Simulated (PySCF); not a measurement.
**One shape, several levels: CH4N2S (thiourea)**

Aim: a comparison of 3 runs (B3LYP/cc-pVDZ, B3LYP/aug-cc-pVDZ, B3LYP/cc-pVTZ) of CH4N2S (thiourea). Input form: a Python script.

The calculation is run with PySCF 2.14.0.

## (1) The molecule

The species is CH4N2S (8 atoms), meant as a singlet with charge 0. As SMILES, `NC(N)=S`. The coordinates come from a PBE0-D4/def2-TZVP relaxation. This is one conformer, not always the lowest.

Bond lengths: N1–C2 1.355 Å, C2–N3 1.355 Å, C2–S4 1.656 Å, N1–H5 1.005 Å, N1–H6 1.007 Å, N3–H7 1.005 Å, N3–H8 1.007 Å. Angles: N1–C2–N3 114.9°, N1–C2–S4 122.5°, N3–C2–S4 122.5°, C2–N1–H5 115.6°, C2–N1–H6 120.3°, C2–N3–H7 115.6°, C2–N3–H8 120.3°, H5–N1–H6 117.1°, H7–N3–H8 117.1°.

## (2) The energy at B3LYP/cc-pVDZ (run 1)

The input, input.py:

```python
from pyscf import gto, dft

mol = gto.Mole()
mol.atom = '''
N      0.139170     1.124690    -0.314810
C     -0.211140    -0.183550    -0.349750
N      0.125480    -0.894630     0.753200
S     -0.991870    -0.862260    -1.643000
H     -0.222080     1.691000    -1.061710
H      0.309600     1.581210     0.566090
H     -0.004930    -1.888350     0.685650
H      0.855790    -0.568120     1.364330
'''
mol.basis = 'cc-pvdz'
mol.verbose = 3
mol.max_memory = 1860
mol.build()

mf = dft.RKS(mol, xc='b3lyp')
mf.conv_tol = 1e-10
mf.grids.level = 4
mf.kernel()
if not mf.converged:
    mf = mf.newton().run(mf.mo_coeff, mf.mo_occ)

e_tot = mf.e_tot
print('Final energy', e_tot)
```

The run is started by

```bash
$ OMP_NUM_THREADS=1 python input.py
```

The log of the run:

```text
converged SCF energy = -548.247869244436
Final energy -548.247869244436
```

Run time: 11 s. Hardware: 1 thread of Intel Xeon Platinum 8488C (Sapphire Rapids), shared host; peak memory 0.39 GiB.

## (3) A single-point energy at B3LYP/aug-cc-pVDZ (run 2)

The input, input.py:

```python
from pyscf import gto, dft

system = gto.M(
    atom='''
N    0.139170   1.124690  -0.314810
C   -0.211140  -0.183550  -0.349750
N    0.125480  -0.894630   0.753200
S   -0.991870  -0.862260  -1.643000
H   -0.222080   1.691000  -1.061710
H    0.309600   1.581210   0.566090
H   -0.004930  -1.888350   0.685650
H    0.855790  -0.568120   1.364330
''',
    charge=0,
    basis='aug-cc-pvdz',
    max_memory=1860,
    verbose=3,
)

mf = dft.RKS(system)
mf.xc = 'b3lyp'
mf.conv_tol = 1e-10
mf.grids.level = 4
mf.kernel()
if not mf.converged:
    mf = mf.newton().run(mf.mo_coeff, mf.mo_occ)

energy = mf.e_tot
print('E(%s) = %.9f' % ('B3LYP', energy))
```

The run is started by

```bash
$ OMP_NUM_THREADS=1 python input.py
```

The log of the run:

```text
converged SCF energy = -548.272578304826
E(B3LYP) = -548.272578305
```

Wall time 19 s (1 thread of Intel Xeon Platinum 8488C (Sapphire Rapids), shared host); peak memory 0.77 GiB.

## (4) A single-point energy at B3LYP/cc-pVTZ (run 3)

The input, input.py:

```python
from pyscf import gto, dft

mol = gto.Mole()
mol.atom = '''
N      0.139170     1.124690    -0.314810
C     -0.211140    -0.183550    -0.349750
N      0.125480    -0.894630     0.753200
S     -0.991870    -0.862260    -1.643000
H     -0.222080     1.691000    -1.061710
H      0.309600     1.581210     0.566090
H     -0.004930    -1.888350     0.685650
H      0.855790    -0.568120     1.364330
'''
mol.max_memory = 1860
mol.verbose = 3
mol.charge = 0
mol.basis = 'cc-pvtz'
mol.build()

mf = dft.RKS(mol)
mf.xc = 'b3lyp'
mf.grids.level = 4
mf.conv_tol = 1e-10
mf.kernel()
if not mf.converged:
    mf = mf.newton().run(mf.mo_coeff, mf.mo_occ)

e_final = mf.e_tot
print('E = %.10f Eh' % e_final)
```

The run is started by

```bash
$ OMP_NUM_THREADS=1 python input.py
```

The log of the run:

```text
converged SCF energy = -548.319713527738
E = -548.3197135277 Eh
```

Run time: 35 s. Hardware: 1 thread of Intel Xeon Platinum 8488C (Sapphire Rapids), shared host; peak memory 1.6 GiB.

## (5) Overview of the runs

```csv
run,level,energy (Eh),dipole moment (D),HOMO energy (eV),LUMO energy (eV),wall time
1,B3LYP/cc-pVDZ,-548.247869,5.08,-5.44,0.16,11 s
2,B3LYP/aug-cc-pVDZ,-548.272578,4.97,-5.88,-0.85,19 s
3,B3LYP/cc-pVTZ,-548.319714,5.02,-5.73,-0.24,35 s
```

## (6) Summary of results

| quantity | value |
| --- | --- |
| run 3: total energy | -548.31971 Eh |
| run 3: dipole moment | 5.02 D |
| run 3: HOMO energy | -5.73 eV |
| run 3: LUMO energy | -0.24 eV |
| run 3: HOMO–LUMO gap | 5.49 eV |

**Reading.** The dipole moment (its size) runs from 4.97 D (B3LYP/aug-cc-pVDZ) to 5.08 D (B3LYP/cc-pVDZ). The HOMO–LUMO gap runs from 5.03 eV (B3LYP/aug-cc-pVDZ) to 5.60 eV (B3LYP/cc-pVDZ). All runs together took 65 s, the longest 35 s.
